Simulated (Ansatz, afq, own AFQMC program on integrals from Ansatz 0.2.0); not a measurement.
C$_{2}$H$_{6}$Al, doublet: AFQMC among the cluster methods

```xyz
9

Al    1.3152    0.3164   -0.0846
C     1.5293    2.1814    0.5326
C     0.7224    0.0188   -1.9461
H     2.2054    2.7291   -0.1483
H     0.5523    2.6969    0.4956
H     1.9228    2.2771    1.5557
H     0.5479   -1.0370   -2.2018
H    -0.2098    0.5791   -2.1408
H     1.4840    0.4139   -2.6427
```

Basis def2-SVP. Only valence electrons are correlated. Integrals, coupled cluster, full CI and functionals: Ansatz 0.2.0; the random walks run on the same integrals in our own AFQMC program. ph-AFQMC/CISD is guided by a CISD state made of CCSD amplitudes; releasing the constraint for a short imaginary time cuts its bias at the price of noise, slowly where states lie close. Free projection: walkers drawn from exp(T), propagated without any constraint. Its projection time is finite, and what remains of the start isn't in its error. ± is one standard error of the sampling.

Determinant: UHF, the one that the program's search chose, which needn't be the lowest solution. The geometry is a PBE0/def2-SVP stationary point of this or a neighbouring charge and spin state.

No full CI on the walks' own integrals is used here; CCSDT(Q) serves as the reference and is uncertain by about the last step of the cluster series.

Cautions: the released energies are still falling, so no released level is given (meV from the phaseless value at times in 1/Eh: -8 ± 6 at 0.24, -10 ± 5 at 0.50, -18 ± 6 at 1.00), though the last usable value meets CCSDT(Q) within the noise.

The T1 diagnostic is 0.0110 and the weight of the determinant in the CISD state is 0.854. The ⟨S²⟩ of the determinant is 0.753. The size of the correlated space is 17 electrons in 69 orbitals.

Reference: CCSDT(Q), correlation energy -10.788 eV.

```csv
level,E − E(reference) (kJ/mol),share of correlation (%)
HF,1040.9,0.00
MP2,141.8,86.38
CCSD,32.3,96.90
CCSD(T),4.2,99.60
CCSDT,1.4,99.87
ph-AFQMC/HF,-4.9 ± 3.0,100.47
ph-AFQMC/CISD,1.4 ± 0.5,99.86
free AFQMC,0.2 ± 0.8,99.98
```

Free projections are given only where their last times agree within the noise and don't stop above the reference; a slow remainder of the start can still hide under it.
